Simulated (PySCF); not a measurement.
# The bond of SiC, level by level

One table from this session's results is given with a row withheld; the runs are named, their logs left out.

The runs use PySCF 2.14.0; Si cc-pV(D+d)Z, C cc-pVDZ, no relativity.

Set-up of the first run:

Settings of the job:

| Item | Value |
| --- | --- |
| atoms | Si, C |
| charge | 0 |
| basis | Si cc-pV(D+d)Z, C cc-pVDZ |
| Hamiltonian | no relativity |
| basis functions | 37 |
| electrons treated | 20 |
| masses in u | 27.9769, 12.0000 |
| levels | PBE0, PBE, r²SCAN, B3LYP, M06-2X, MN15, HSE06, HF, MP2, SCS-MP2, CCSD, CCSD(T) |
| grid | 80 radial by 434 angular points |
| occupations | held fixed by the projection of orbital angular momentum |
| dissociation limit | Si + C, each in its ground configuration |
| starting distance in angstrom | 1.825 |
| values of 2S to try | 0, 2, 4 |

Started as:

```console
> OMP_NUM_THREADS=1 python dia.py task.json out
```

Steps of the session up to this table: The job; The PBE0 curve of the state that the search chose; Higher solutions at PBE0; PBE (GGA); r²SCAN (meta-GGA); B3LYP; M06-2X (hybrid meta-GGA); MN15 (hybrid meta-GGA); HSE06 (range-separated hybrid); ROHF (mean field); MP2 and coupled cluster.

One table of the session follows, with a row left open; its other results are not shown here.

Energy (eV) from each level's lowest point:

| R (Å) | ROHF | ROHF-MP2 | ROHF-SCS-MP2 | ROHF-CCSD | ROHF-CCSD(T) |
| --- | --- | --- | --- | --- | --- |
| 1.482 | 1.068 | 1.422 | 1.410 | n/a | n/a |
| 1.551 | 0.408 | 0.663 | 0.655 | 0.674 | 0.728 |
| 1.620 | 0.081 | 0.228 | 0.223 | 0.233 | 0.267 |
| 1.671 | ? | ? | ? | ? | ? |
| 1.723 | 0.026 | 0.000 | 0.000 | 0.000 | 0.000 |
| 1.775 | 0.134 | 0.023 | 0.025 | 0.018 | 0.001 |
| 1.844 | 0.371 | 0.157 | 0.160 | 0.137 | 0.098 |
| 1.930 | 0.758 | 0.454 | 0.451 | 0.389 | 0.324 |
| 2.033 | 1.276 | 0.947 | 0.930 | 0.778 | 0.682 |
| 2.171 | 1.945 | 1.754 | 1.705 | n/a | n/a |

Estimate the missing values for R (Å) = 1.671.

Worked estimate for «ROHF». A straight line through the neighbours (1.620, 0.081) and (1.723, 0.026) gives 0.081 + (0.026 − 0.081) × (1.671 − 1.620) / (1.723 − 1.620) = 0.054; a parabola fitted to 4 rows on both sides gives -0.004.

The run gave: ROHF: 0.000; ROHF-MP2: 0.061; ROHF-SCS-MP2: 0.058; ROHF-CCSD: 0.064; ROHF-CCSD(T): 0.081. In «ROHF» the line misses by +0.054 and the parabola by -0.004.

To keep in mind: Lowest PBE0 solution found, without spin–orbit coupling: ³Π (triplet), unpaired electrons σ ↑, π ↑. Warnings in the runs' records: inverted.
